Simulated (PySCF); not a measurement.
C₄H₄Cl (doublet state).
Z-matrix (Å and degrees, GFN2-xTB geometry), rows numbered from 1:
```
C 
C   1  1.3308
C   2  1.4064  1  125.29
C   3  1.2841  2  147.22  1  -179.73
Cl  4  1.8124  3  123.09  2     0.84
H   1  1.0758  2  121.57  3  -179.82
H   1  1.0769  2  121.58  3     0.06
H   2  1.0917  1  119.69  3   179.73
H   4  1.0745  3  127.40  2  -179.37
```

The hyperfine couplings belong to this conformer and change with its torsions.

Identity: `C=C/[C]=C\Cl` [radical].

Level of theory: UKS B3LYP, pcH-1 on C Cl H, non-relativistic, mean-field spin-orbit, GIAO in PySCF 2.14.0. One conformer (not necessarily the lowest) at the GFN2-xTB geometry, without solvent, vibrations or thermal averaging. GFN2-xTB frequencies show an imaginary mode (170i cm⁻¹), so this geometry is no minimum at that level. The geometry wasn't refined by DFT: couplings that depend on bond lengths, twists or pyramidal angles can differ widely from those at the functional's own minimum. No stability test was run, so a lower SCF solution isn't excluded.

Question: Predict the first-order ENDOR lines of C3, C4, C1, C2, H8, H9, H7, H6 and Cl5 under fast tumbling at B = 1208.7 mT (Q band).

Answer: ν± = |νn ± a/2|, one line for each electron-spin manifold; νn = |g_N| × 7.62259 MHz/T × B.

| nuclei | isotope | g_N | νn (MHz) | a_iso (MHz) | lower line (MHz) | upper line (MHz) |
| --- | --- | --- | --- | --- | --- | --- |
| C3 | 13C | 1.4048 | 12.94 | 223.66 | 98.88 | 124.77 |
| C4 | 13C | 1.4048 | 12.94 | 60.45 | 17.28 | 43.17 |
| C1 | 13C | 1.4048 | 12.94 | 43.33 | 8.72 | 34.61 |
| C2 | 13C | 1.4048 | 12.94 | -5.31 | 10.29 | 15.60 |
| H8 | 1H | 5.5857 | 51.46 | 118.13 | 7.60 | 110.53 |
| H9 | 1H | 5.5857 | 51.46 | 71.60 | 15.66 | 87.26 |
| H7 | 1H | 5.5857 | 51.46 | -3.96 | 49.48 | 53.44 |
| H6 | 1H | 5.5857 | 51.46 | -3.29 | 49.82 | 53.11 |
| Cl5 | 35Cl | 0.5479 | 5.05 | 33.73 | 11.82 | 21.91 |

The rows for 13C, of low natural abundance, apply to labelled samples.

Question: Which pairs are centred on the nuclear Larmor frequency, and which on half the coupling?

Answer: Centred on νn, since |a| < 2νn: C2, H9, H7 and H6. Centred on |a|/2 and split by 2νn: C3, C4, C1, H8 and Cl5.

Question: At what field would the lower line of C1 fall to zero frequency?

Answer: Where νn = |a|/2, that is B = 21.67 MHz/(1.4048 × 7.62259 MHz/T) = 2020 mT, as far as first order holds there.

Main isotope only: 35Cl (natural samples also hold 24 % 37Cl, magnetic too, which adds its own pattern).

Largest spin populations (Mulliken): C3 (+0.93), Cl5 (+0.14), C4 (-0.13) and C2 (-0.07). The positive populations add up to 1.21 and the negative ones to -0.21, together 2S = 1.
